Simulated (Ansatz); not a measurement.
All values below come from Ansatz (a quantum-chemistry and plane-wave program) with B3LYP-D3(BJ)/def2-TZVP. No frequencies were computed at this level.

Ansatz 0.2 input:
```yaml
crystal:
  periodic: [false, false, false]
  atoms:
    - { symbol: C, position_ang: [0.567766, -0.000003, -0.000002] }
    - { symbol: N, position_ang: [-0.567766, 0.000003, 0.000002] }
basis:
  gaussian: { orbitals: def2-tzvp }
hamiltonian:
  xc: b3lyp
  dispersion: d3bj
relax:
  max_steps: 150
magnetization:
  spin_polarized: true
  initial_magnetization: 1
```

Output:

```
Functional definition: B3LYP
335 factors; their error is unknown
mean field evaluation 1: about -2519.4794 eV, gradient 3.4e1 eV
mean field evaluation 2: about -2493.7519 eV, gradient 7.9e1 eV
mean field evaluation 4: about -2523.7524 eV, gradient 2.2e0 eV
mean field evaluation 8: about -2523.7776 eV, gradient 1.0e-1 eV
mean field evaluation 16: about -2523.7871 eV, gradient 1.9e-5 eV
mean field -2523.78713972 eV, -92.7474667002 hartree, gradient 1.9e-5 eV, S^2 0.757916; 1 other end points of the search recorded, 0 dependent functions left out
reference -2523.78729710 eV, -92.7474724840 hartree; 7, 6 occupied and 55, 56 virtual orbitals, 335 factors
relax step   1: F+E_penalty+E_count = -2523.81336042 eV  Δ(F+E_penalty+E_count) = +0.000e0 eV  max|allowed force component| = 3.224e0 eV/Å  Δτ_max = 0.0000 Å  (43 SCF iters, accepted)
these checks for a lower state are left out or cut short: starts, cluster_reference, orbital_swaps, neighbouring_geometries, increment
335 factors; their error is unknown
mean field -2523.82890779 eV, -92.7490016486 hartree, gradient 2.0e-5 eV, S^2 0.758225; 0 other end points of the search recorded, 0 dependent functions left out
reference -2523.82906519 eV, -92.7490074329 hartree; 7, 6 occupied and 55, 56 virtual orbitals, 335 factors
relax step   2: F+E_penalty+E_count = -2523.85512559 eV  Δ(F+E_penalty+E_count) = -4.177e-2 eV  max|allowed force component| = 3.915e-3 eV/Å  Δτ_max = 0.0133 Å  (38 SCF iters, accepted)
335 factors; their error is unknown
mean field evaluation 32: about -2523.8289 eV, gradient 2.2e-5 eV
mean field -2523.82890779 eV, -92.7490016486 hartree, gradient 2.2e-5 eV, S^2 0.758225; 2 other end points of the search recorded, 0 dependent functions left out
reference -2523.82906519 eV, -92.7490074329 hartree; 7, 6 occupied and 55, 56 virtual orbitals, 335 factors
Total energy: -2523.85528299 eV, -92.7499709194 hartree
Atom 0 at     0.581095    -0.000003    -0.000002 Å, force     0.003916    -0.000000    -0.000000 eV/Å
Atom 1 at    -0.581095     0.000003     0.000002 Å, force    -0.003916     0.000000     0.000000 eV/Å
Dipole moment:     0.284949    -0.000002    -0.000001 e Å
```

Cost: about 2.5 core-seconds (a rough figure).
